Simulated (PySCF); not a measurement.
## Choosing a basis for TDDFT

Compound: (E)-diazene, N2H2.
InChI=1S/H2N2/c1-2/h1-2H/b2-1+

TDDFT with PBE0 (PySCF), vertical singlets, core orbitals frozen in the response, spherical d and f functions. Isolated species at its PBE0-D3(BJ)/def2-SVP geometry, gas phase.

```
      basis  functions  diffuse  S1 (eV)  S2 (eV)  S3 (eV)  S4 (eV)  S5 (eV)  LUMO (eV)  α (au)
     6-31G*         32       no     3.31     8.27     8.34     9.08     9.96      -1.03    13.0
   def2-SVP         38       no     3.22     7.59     7.60     8.93     9.89      -1.11    13.0
    6-31+G*         40      yes     3.28     6.96     7.15     8.35     8.48      -1.53    15.8
  def2-SVPD         56      yes     3.19     6.87     7.50     8.83     9.73      -1.53    17.6
aug-cc-pVDZ         64      yes     3.21     5.87     6.30     7.73     8.11      -1.56    18.7
  def2-TZVP         74       no     3.23     7.05     7.26     8.93     9.78      -1.42    15.8
 def2-TZVPD         92      yes     3.21     6.32     7.02     8.58     8.89      -1.53    18.5
aug-cc-pVTZ        138      yes     3.20     5.88     6.30     7.46     7.76      -1.57    18.9
```

**Question.** Compare the sets with the largest diffuse one.

**Answer.** States are compared by their number. Against the largest diffuse basis here (aug-cc-pVTZ, itself not a converged limit), sets without diffuse functions differ by up to 0.11 eV in S1 and 2.20 eV in S5; the smaller diffuse sets differ by up to 0.08 and 1.97 eV. State by state, the largest deviation of a set without diffuse functions is S1 0.11, S2 2.40, S3 2.04, S4 1.62, S5 2.20 eV. The same number needn't mean the same state in each row. Against aug-cc-pVTZ the polarisability deviates by -31% in 6-31G*, -31% in def2-SVP, -17% in 6-31+G*, -7% in def2-SVPD, -1% in aug-cc-pVDZ, -17% in def2-TZVP, -2% in def2-TZVPD. A single + in a Pople set puts diffuse functions on heavy atoms only.
